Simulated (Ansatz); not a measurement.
# Multireference treatment of CH3N, singlet

Computed with Ansatz's Gaussian-basis code (development build). Basis cc-pVDZ, nonrelativistic, 2 orbitals frozen in the corrections. State-specific CASSCF; RHF is the lowest restricted (open-shell) Hartree–Fock solution met. No symmetry is imposed, so a solution can break that of the shape. The lowest solution met needn't be the lowest there is, nor hold the orbitals that a chemist would pick.

Geometry:

```xyz
5

C     0.0000   -0.0442   -0.5818
N     0.0000   -0.0708    0.6821
H     0.0000    0.8839    1.0583
H     0.0000   -0.9953   -1.1394
H     0.0000    0.8722   -1.2028
```

Question: What do CASSCF and its corrections give against RHF in CAS(2,2), and what are the occupations?

Answer: CASSCF -0.884 eV, SC-NEVPT2 -8.275 eV; occupations 1.91, 0.09.
